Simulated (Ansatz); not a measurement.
Two isomers of C2H6O2: A = `CC(O)O`, B = `COCO`.

Isolated molecules relaxed with PBE0-D4/def2-TZVP in Ansatz; ΔE leaves out vibrations. CCSD(T)/CBS is the MP2 limit (def2-TZVPP, def2-QZVPP) plus CCSD(T) − MP2 in def2-TZVPP, frozen cores. This one scheme is used for every species. Functionals use def2-TZVPP. B3LYP here is the variant with VWN-RPA as its local correlation; programs differ in this. Each species was taken in one conformer, which may not be the lowest.

A:

```xyz
10

C     0.237   -0.617   -0.890
C     0.077    0.456    0.157
O     0.710   -0.004    1.322
O    -1.264    0.783    0.401
H    -0.251   -0.311   -1.816
H     1.293   -0.806   -1.087
H    -0.215   -1.549   -0.538
H     0.525    1.399   -0.179
H     0.611    0.678    1.993
H    -1.724   -0.031    0.637
```

B:

```xyz
10

C     0.8547    0.7962    0.6592
O    -0.0608   -0.2624    0.8283
C    -0.4167   -0.8794   -0.3660
O    -1.1755   -0.0640   -1.2105
H     1.0741    1.1931    1.6498
H     1.7871    0.4386    0.2026
H     0.4400    1.5920    0.0333
H    -0.9636   -1.7824   -0.0754
H     0.4727   -1.1516   -0.9485
H    -2.0120    0.1197   -0.7727
```

Task: Which isomer does CCSD(T)/CBS put lower? Give the gap. (An estimate is asked.)

Result: Computed: A, by 66.1 kJ/mol.

Task: Give E(B) − E(A) in kJ/mol with PBE-D4, CCSD(T)/def2-TZVPP, B2PLYP, CCSD/def2-TZVPP, B3LYP-D4, B3LYP, MP2/def2-TZVPP. (Estimate.)

Result: The calculation gave: PBE-D4 61.1, CCSD(T)/def2-TZVPP 63.5, B2PLYP 60.6, CCSD/def2-TZVPP 63.2, B3LYP-D4 57.9, B3LYP 57.3, MP2/def2-TZVPP 67.4. None reverses the order clearly.

Largest T1 diagnostic: 0.011.

In def2-TZVPP, CCSD(T) changes the Hartree–Fock value by +7.6 kJ/mol (the triples alone add +0.3 kJ/mol) and MP2 by +11.5 kJ/mol.
